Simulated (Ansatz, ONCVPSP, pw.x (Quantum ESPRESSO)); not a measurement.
# pw.x on bcc Ru: one setting changed

Potential: optimised norm-conserving Vanderbilt (ONCV), ONCVPSP 4.0.1.1 (patched build), PBEsol; core [Ar] 3d10, reference 4s2 4p6 4d7 5s1; waves: 4s+5s: rc 1.90 bohr, ncon 3, nbas 6, qcut 5.6 1/bohr, 2 projectors; 4p: rc 1.80 bohr, ncon 5, nbas 9, qcut 7.9 1/bohr, 2 projectors, debl 2.8 Ha; 4d: rc 1.95 bohr, ncon 5, nbas 9, qcut 9.1 1/bohr, 3 projectors, debl 2.4 Ha; local part: polynomial inside 1.30 bohr (lpopt 5, dvloc0 4 Ha); core correction: polynomial model core, fcfact 0.5.

The reference run (k-mesh 15³, cutoffs 70/280 Ry, Fermi–Dirac 0.01 Ry, mixing_beta 0.4, conv_thr 1e-9, no spin) gives 1.75 GPa at 13.768 Å³/atom, where all-electron LAPW gives 0.38 GPa. This run, with its own iteration cap, changes degauss to 0.02.

```
&control
  calculation='scf', prefix='x', pseudo_dir='./', outdir='./tmp', tstress=.true., disk_io='none'
/
&system
  ibrav=0, nat=1, ntyp=1, ecutwfc=70, ecutrho=280, nbnd=16,
  occupations='smearing', smearing='fd', degauss=0.02
/
&electrons
  conv_thr=1e-09, mixing_beta=0.4, electron_maxstep=60
/
ATOMIC_SPECIES
Ru 1.0 Ru.UPF
CELL_PARAMETERS angstrom
  -1.50986096 1.50986096 1.50986096
  1.50986096 -1.50986096 1.50986096
  1.50986096 1.50986096 -1.50986096
ATOMIC_POSITIONS crystal
Ru 0.0000 0.0000 0.0000
K_POINTS automatic
15 15 15 0 0 0
```

```bash
pw.x < Ru.scf.in > Ru.scf.out
```

Problem. How does the run end?

Solution. It converges in 7 iterations; the free energy moves by -163.1 meV/atom and the pressure by +2.79 GPa. In a metal, with Fermi–Dirac smearing, F lies below its zero-width value by a term in the square of the width.

```
Message from routine setup:
     using ibrav=0 with symmetry is DISCOURAGED, use correct ibrav instead
     lattice parameter (alat)  =       4.9419  a.u.
     unit-cell volume          =      92.9111 (a.u.)^3
     number of electrons       =        16.00
     number of Kohn-Sham states=           16
     kinetic-energy cutoff     =      70.0000  Ry
     charge density cutoff     =     280.0000  Ry
     scf convergence threshold =      1.0E-09
     Exchange-correlation= PBESOL
     number of k points=   120  Fermi-Dirac smearing, width (Ry)=  0.0200
     iteration #  1     ecut=    70.00 Ry     beta= 0.40
     total energy              =    -223.29664080 Ry
     estimated scf accuracy    <       0.12564919 Ry
     iteration #  2     ecut=    70.00 Ry     beta= 0.40
     total energy              =    -223.31406325 Ry
     estimated scf accuracy    <       0.00392222 Ry
     iteration #  3     ecut=    70.00 Ry     beta= 0.40
     total energy              =    -223.31410773 Ry
     estimated scf accuracy    <       0.00076092 Ry
     iteration #  4     ecut=    70.00 Ry     beta= 0.40
     total energy              =    -223.31416360 Ry
     estimated scf accuracy    <       0.00001757 Ry
     iteration #  5     ecut=    70.00 Ry     beta= 0.40
     total energy              =    -223.31416582 Ry
     estimated scf accuracy    <       0.00000108 Ry
     iteration #  6     ecut=    70.00 Ry     beta= 0.40
     total energy              =    -223.31416591 Ry
     estimated scf accuracy    <       0.00000003 Ry
     iteration #  7     ecut=    70.00 Ry     beta= 0.40
     the Fermi energy is    23.1315 ev
!    total energy              =    -223.31416592 Ry
     estimated scf accuracy    <          5.9E-10 Ry
     smearing contrib. (-TS)   =      -0.03068643 Ry
     The total energy is F=E-TS. E is the sum of the following terms:
     one-electron contribution =     -34.87973272 Ry
     hartree contribution      =      29.89328015 Ry
     xc contribution           =     -55.03542165 Ry
     ewald contribution        =    -163.26160526 Ry
     convergence has been achieved in   7 iterations
          total   stress  (Ry/bohr**3)                   (kbar)     P=       45.43
     Message from routine punch:
     Nothing written, as per user request (disk_io='none')
```

The run took about 38 s on one core of a shared host (Neoverse-N1, 64 threads, 124 GiB, load 59).
